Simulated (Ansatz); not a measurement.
# What each rung costs, and what it gives

The pair of H$_{2}$O (SMILES O, atoms 1–3) and Si$_{2}$H$_{6}$ (SMILES [SiH3][SiH3], atoms 4–11), both closed shells, in one local arrangement (a lower one may exist), relaxed at PBE0-D4/def2-TZVP:

O1  (-0.233, 0.073, -2.038)
H2  (0.378, 0.741, -2.359)
H3  (0.097, -0.761, -2.383)
Si4  (1.113, -0.211, 0.771)
Si5  (-1.190, 0.201, 0.905)
H6  (1.821, 0.897, 0.073)
H7  (1.720, -0.338, 2.126)
H8  (1.395, -1.477, 0.041)
H9  (-1.531, 1.506, 0.284)
H10  (-1.611, 0.252, 2.335)
H11  (-1.960, -0.885, 0.245)
(Å)

Interaction energies are counterpoise-corrected; the time is that of the whole pair.

Computed with Ansatz 0.2.0 (basis: as named in each row); correlated methods freeze the cores. B3LYP uses VWN-RPA correlation. Extrapolation: Hartree–Fock as exp(−7.88 √X), correlation as X^−2.97.

Times are rough, for one single point on 4 threads of a shared host (Intel Xeon 6975P-C).

The estimate by CCSD(T) at an estimated basis limit (MP2 extrapolated from triple and quadruple zeta, plus CCSD(T) − MP2 in triple zeta) is -13.1 kJ/mol.

```tsv
method	basis	time (s)	interaction energy (kJ/mol)	method less estimate
HF	STO-3G	under 1	5.4	18.5
PBE-D4	STO-3G	under 1	-1.0	12.1
SPW92	def2-SVP	under 1	-23.8	-10.7
PBE-D4	def2-SVP	under 1	-15.7	-2.6
B3LYP-D4	6-31G	under 1	-10.9	2.2
PBE0-D4	def2-SVP	under 1	-15.6	-2.5
CCSD(T)	def2-SVP	under 1	-7.7	5.4
PBE-D4	def2-TZVPPD	1	-12.7	0.4
revPBE-D4	def2-TZVPPD	1	-10.7	2.4
wB97M-V	def2-SVP	1	-16.9	-3.8
BLYP-D4	def2-TZVPPD	1	-10.7	2.4
B3LYP-D4	def2-TZVPPD	2	-12.0	1.1
HSE06-D4	def2-TZVPPD	2	-12.5	0.6
r2SCAN-D4	def2-TZVPPD	2	-14.2	-1.2
PBE0-D4	def2-TZVPPD	2	-12.7	0.3
B2PLYP	def2-TZVPPD	3	-7.4	5.7
wB97X-V	def2-TZVPPD	4	-13.6	-0.5
B97M-V	def2-TZVPPD	4	-14.9	-1.8
wB97M-V	def2-TZVPPD	4	-14.9	-1.8
MP2	def2-QZVPPD	12	-12.6	0.5
CCSD(T)	def2-TZVPPD	32	-11.1	2.0
```

T1 diagnostic: at most 0.013.
